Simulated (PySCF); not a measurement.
**Excitation energies in several basis sets**

Species: C5H11N.
SMILES: `CN(C=C)CC`

TDDFT with PBE0 (PySCF), vertical singlets, core orbitals frozen in the response, spherical d and f functions. One conformer (not necessarily the lowest) at the PBE0-D3(BJ)/def2-SVP geometry, without solvent, vibrations or thermal averaging.

**Question.** How do the low singlets change with the basis? Take 6-31G*, def2-SVP, def2-SVPD and def2-TZVP.

**Answer.** 

```tsv
basis	functions	diffuse	S1 (eV)	S2 (eV)	S3 (eV)	S4 (eV)	S5 (eV)	LUMO (eV)	α (au)
6-31G*	106	no	6.49	6.63	7.25	7.66	7.90	1.72	61.2
def2-SVP	139	no	6.02	6.30	6.71	7.09	7.15	1.40	64.2
def2-SVPD	208	yes	5.17	5.75	6.04	6.11	6.19	0.66	74.6
def2-TZVP	252	no	5.58	5.97	6.34	6.59	6.66	1.07	72.7
```

States are compared by their number. Against the only diffuse basis here (def2-SVPD, itself not a converged limit), sets without diffuse functions differ by up to 1.32 eV in S1 and 1.71 eV in S5. Every set without diffuse functions puts S1 more than 0.3 eV higher, so even the lowest state needs them here. State by state, the largest deviation of a set without diffuse functions is S1 1.32, S2 0.87, S3 1.21, S4 1.55, S5 1.71 eV. The same number needn't mean the same state in each row. Against def2-SVPD the polarisability deviates by -18% in 6-31G*, -14% in def2-SVP, -3% in def2-TZVP.
